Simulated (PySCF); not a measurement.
A species of formula C4H8O has this rotational fingerprint, computed with PBE0/def2-SVPD in PySCF (dipole) on a GFN2-xTB geometry, gas phase:

| Quantity | Value |
| --- | --- |
| Rotational constants | A = 7198, B = 7015, C = 4036 MHz |
| Dipole components | \|μa\| = 1.85 D, \|μb\| = 0.00 D, \|μc\| = 0.00 D |
| Inertial defect | -17.03 u·Å² |
| κ | 0.88 |

Question: Which structure is it? (One computed conformer of each.)
A. `[CH3:1][CH2:2][C:3]([CH3:4])=[O:5]` with C1–C2–C3–C4 169°
B. `CC1COC1`
C. `[CH3:1]/[CH:2]=[CH:3]\[CH2:4][OH:5]` with C2–C3–C4–O5 -167°, C3–C4–O5–H 56°
D. `[CH2:1]1[CH2:2][CH2:3][O:4][CH2:5]1` with C5–C1–C2–C3 36°, C1–C2–C3–O4 -31°, C2–C3–O4–C5 12°, C3–O4–C5–C1 12° (tetrahydrofuran)

Answer: D. It is C1CCOC1, an asymmetric top, point group C2. The candidates at the same level (rigid rotor, commonest isotopes):

```
  SMILES  A (MHz)  B (MHz)  C (MHz)  μa (D)  μb (D)  μc (D)  Δ (u·Å²)  point group                        rotor
C/C=C\CO    15164     2489     2221    1.57    0.14    0.94     -8.82           C1  near-prolate asymmetric top
 C1CCOC1     7198     7015     4036    1.85    0.00    0.00    -17.03           C2               asymmetric top
 CC1COC1    10010     4471     3636    1.94    0.00    0.73    -24.53           Cs               asymmetric top
CCC(C)=O     9426     3672     2791    0.08    2.94    0.02    -10.14           C1               asymmetric top
```

`C/C=C\CO` has A 111 % too high; `CCC(C)=O` has B 48 % too low; `CC1COC1` has A 39 % too high. In the right answer the symmetry axis of this C2 structure is a, so μb and μc vanish by symmetry. No structure here is proved a minimum.
